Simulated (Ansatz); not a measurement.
**B₂H (quartet): the correlation ladder at distance B1–H3 = 1.178 Å, 6-31G**

Aim: climb from Hartree-Fock through coupled cluster and multireference methods for B₂H (quartet) at one geometry and basis, and see what each rung misses.

Program: Ansatz 0.2.0, Gaussian basis. Level of theory: 6-31G, core rule «outside noble gas», up to 2 orbitals frozen. These are calculated values, not measurements.

The runs, in order: UHF; CCSD(T) on ROHF; CCSD(T) on UHF; BCCD(T) on ROHF; CISD; CCSDT(Q) on ROHF; CCSDT(Q) on UHF; CISDTQ; CCSDTQ on ROHF; CCSDTQ on UHF; CASSCF and MRCISD+Q, 5 electrons in 5 orbitals; CASSCF and NEVPT2, 5 electrons in 5 orbitals; CASSCF and MRCISD+Q, 7 electrons in 9 orbitals; CASSCF and NEVPT2, 7 electrons in 9 orbitals; Full CI.

24 further runs of the same task are left out: 2 for a known fault of the program, 17 that didn't finish, 5 set aside as unsound or not needed.

**1. The system**

The geometry derives from a PBE0/def2-TZVP stationary point (not a proven minimum). One bond is set to the value named and the two fragments are kept rigid.

3 atoms, charge 0, spin multiplicity 4.

Atoms are counted from 1 here; the program's logs count them from 0.

Bond lengths: B1–B2 1.520 Å, B1–H3 1.178 Å. Angles: B2–B1–H3 180.0°.

Coordinates:

```xyz
3
charge 0, multiplicity 4
B     0.0000    0.0000    0.1141
B     0.0000    0.0000   -1.4064
H     0.0000    0.0000    1.2923
```

**2. UHF**

in.yaml

```yaml
crystal:
  periodic: [false, false, false]
  atoms:
    - {symbol: B, position_ang: [0.000000, 0.000000, 0.114060]}
    - {symbol: B, position_ang: [0.000000, 0.000000, -1.406367]}
    - {symbol: H, position_ang: [0.000000, 0.000000, 1.292307]}
basis:
  gaussian: {orbitals: 6-31G}
magnetization: {spin_polarized: true, initial_magnetization: 3}
hamiltonian: {xc: hf}
output: {orbitals: {seedname: orbitals}}
```

Started as:

```bash
$ ansatz run in.yaml --threads 1 --pin off --events-out ev --progress --plain --max-ram 2393MiB
```

Further steps of the session: CCSD(T) on ROHF; CCSD(T) on UHF; BCCD(T) on ROHF; CISD; CCSDT(Q) on ROHF; CCSDT(Q) on UHF; CISDTQ; CCSDTQ on ROHF; CCSDTQ on UHF; CASSCF and MRCISD+Q, 5 electrons in 5 orbitals; CASSCF and NEVPT2, 5 electrons in 5 orbitals; CASSCF and MRCISD+Q, 7 electrons in 9 orbitals; CASSCF and NEVPT2, 7 electrons in 9 orbitals; Full CI.

Before running them: what should the planned runs give, taken together? Wanted: FCI below the RHF energy; RMP2 from FCI; UMP2 from FCI; RCCSD from FCI; RCCSD(T) from FCI; UCCSD(T) from FCI; RCCSDT(Q) from FCI; UCCSDT(Q) from FCI; MRCISD+Q pair from FCI.

As calculated:

```
                         quantity                                                                                                                                         value
         FCI below the RHF energy                                                                                                                                    -2.3981 eV
                    RMP2 from FCI                                                                                                                                  +61.3 kJ/mol
                    UMP2 from FCI                                                                                                                                  +60.3 kJ/mol
                   RCCSD from FCI                                                                                                                                   +7.4 kJ/mol
                RCCSD(T) from FCI                                                                                                                                   +2.3 kJ/mol
                UCCSD(T) from FCI                                                                                                                                   +2.2 kJ/mol
               RCCSDT(Q) from FCI                                                                                                                                   +0.1 kJ/mol
               UCCSDT(Q) from FCI                                                                                                                                   +0.1 kJ/mol
           MRCISD+Q pair from FCI                                                                                                                                   +1.2 kJ/mol
          NEVPT2 valence from FCI                                                                                                                                  +19.9 kJ/mol
        MRCISD+Q valence from FCI                                                                                                                                   +0.5 kJ/mol
levels within 1 kcal/mol (43 meV)  RCCSD(T), UCCSD(T), BCCD(T), RCCSDT, UCCSDT, CISDTQ, RCCSDT(Q), UCCSDT(Q), RCCSDTQ, UCCSDTQ, MRCISD+Q pair, MRCISD valence, MRCISD+Q valence
                    T1 diagnostic                                                                                                                                         0.021
   effectively unpaired electrons                                                                                                                                          3.02
```

In words: RCCSD(T) lands +2.3 kJ/mol from the yardstick (1.0 % of the correlation energy). One determinant dominates. Of the multireference levels listed MRCISD+Q valence comes nearest in total energy (+0.5 kJ/mol), which doesn't show that its space is the better one. These misses are within one basis, not against nature; the frozen cores of restricted and unrestricted runs differ, which can shift their rows.
